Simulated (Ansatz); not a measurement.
We consider fcc Sr, described by r²SCAN+rVV10 in Ansatz (plane waves, PAW).

Numerical settings: plane-wave cutoff 500 eV, 20×20×20 k mesh, Fermi–Dirac smearing 0.1 eV, scalar-relativistic PAW data made under PBE.

Computed at the level's own relaxed cell.

Q: Estimate the equilibrium volume per atom and lattice parameter a that the calculation returns.

A: 
- equilibrium volume per atom = 56.08 Å³/atom
- lattice parameter a = 6.076 Å

Measured, for comparison: equilibrium volume per atom 55.22 Å³/atom, lattice constant a 6.045 Å (low-temperature or extrapolated to 0 K; zero-point anharmonic expansion removed; as tabulated in Csonka et al. (2009), arXiv:0903.4037). Computed (rounded) less measured: equilibrium volume per atom +1.6 %, lattice constant a +0.5 %.

Static lattice: no zero-point or thermal effects.

Computing time: very roughly 60 core-seconds.

Ansatz is a first-principles code.
